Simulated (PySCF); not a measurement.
Gas-phase reaction: 2 H3SiOH + 3 O2 → 2 Si(OH)4

Method: PySCF energies plus ideal-gas RRHO corrections (1 bar). † marks an energy on the PBE0/def2-TZVP geometry and frequencies; other levels use their own. MP2 freezes the core. Open shells (unrestricted): O2 (multiplicity 3); the rest are closed-shell singlets. B3LYP is the form with VWN-RPA correlation. H3SiOH: computed as isolated molecules; such fragments, hydroxides, amides, oligomers or adducts are transient or little studied in the gas. MP2 isn't extrapolated to the basis-set limit.

B3LYP/def2-TZVP† gives ΔH°(298 K) = -1922 kJ.

Problem. What do PBE0/def2-TZVP, MP2/def2-TZVPP†, LDA/def2-TZVP† give?

Solution. PBE0/def2-TZVP: -1946 kJ; MP2/def2-TZVPP†: -2154 kJ; LDA/def2-TZVP†: -2126 kJ. For scale, ΔH°(298 K) is -1922 kJ at this level, -2039 kJ at ωB97M-V/def2-TZVP†, and runs from -2481 to -1697 kJ over the 20 levels computed.
